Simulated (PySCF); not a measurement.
# S₃: structure of the singlet

Where does singlet S₃ go from a linear chain start, is the end point a minimum, and what are its modes, charges and moments?

Computed with PySCF 2.14.0. Level: B3LYP, basis S def2-TZVP, no relativity, density fitting.

### 1 Where the work starts

3 atoms, charge 0, spin multiplicity 1.

Bond lengths: S1–S2 1.957 Å, S1–S3 1.957 Å. Angles: S2–S1–S3 180.0°.

```xyz
3
charge 0 multiplicity 1
S     0.0000    0.0000    0.0000
S     0.0000    0.0000    1.9570
S     0.0000    0.0000   -1.9570
```

### 2 Finding the electronic state

One driver script runs all steps and calls PySCF; scf.py shows how it sets up the SCF of each step. The optimiser is the driver's own. After this first run the driver tries any further starts and a stability analysis.

Contents of scf.py:

```python
from pyscf import gto, scf, dft
mol = gto.M(atom='''
S      0.000000     0.000000     0.000000
S      0.000000     0.000000     1.957000
S      0.000000     0.000000    -1.957000''',
    basis={'S': 'def2-TZVP'},
    charge=0, spin=0)
mf = dft.RKS(mol, xc='B3LYP')
mf.grids.atom_grid = (50, 194)
aux = {'S': 'def2-universal-JKFIT'}
mf = mf.density_fit(auxbasis=aux)
mf.conv_tol = 1e-08
mf.diis_space = 10
mf.max_cycle = 60
mf.init_guess = 'minao'
mf.verbose = 4
mf.kernel()
```

Command:

```console
> OMP_NUM_THREADS=2 python axn.py task.json out
```

The runs that follow: Relaxation: linear chain start, singlet; Vibrations and properties at this point; Leaving the saddle point; Frequencies.

Q: Predict the outcome of this session. Wanted: minimum; geometry; wavenumbers; dipole moment; highest occupied, lowest empty level; polar-tensor charge of S1; zero-point energy; atomisation energy.

The runs gave:

```
                                 quantity                           value
                                  minimum                    singlet, C2v
                                 geometry  S–S 1.923 Å (×2); S–S–S 118.1°
                       wavenumbers (cm⁻¹)    264 (a1), 596 (a1), 686 (b2)
                            dipole moment                          0.54 D
     highest occupied, lowest empty level                 -7.34, -4.49 eV
                polar-tensor charge of S1                         +0.66 e
                        zero-point energy                      9.3 kJ/mol
                      entropy at 298.15 K                 274.6 J/(mol K)
atomisation energy (no zero-point energy)                      665 kJ/mol
```

What this shows: From D∞h at the start the molecule goes to a C2v minimum. In the infrared the band at 686 cm⁻¹ (b2, stretch) leads. Other starts or spin states, not run here, may lie lower.
